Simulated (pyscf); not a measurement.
Thermochemistry of product channels of F–N•–F + GeH₄ on the doublet surface, in eV, from ωB97M-D3(BJ)/def2-TZVP energies (ideal gas, 1 atm, RRHO with modes under 100 cm⁻¹ raised to 100, one conformer, R ln 2 for rigid chiral ones). Optimised with ωB97X-D3(BJ)/def2-SVP in PySCF.

```tsv
products	ΔE	ΔH(298 K)	ΔG(298 K)	ΔG(600 K)
F–N(F)–GeH₂• + H₂	+0.77	+0.72	+0.77	+0.79
HF + F–N•–GeH₃	-1.36	-1.30	-1.33	-1.38
```

These are energies of the channels, which say nothing of barriers. F–N(F)–GeH₂• lies 6.92 eV over its isomer H₂N–Ge•(F)–F, and others may lie lower still (electronic energy, ωB97M-D3(BJ)). F–N•–GeH₃ lies 4.16 eV over its isomer H₂N–GeH•–F, and others may lie lower still (electronic energy, ωB97M-D3(BJ)). Elements up to Kr have no core potential and no relativistic terms here.
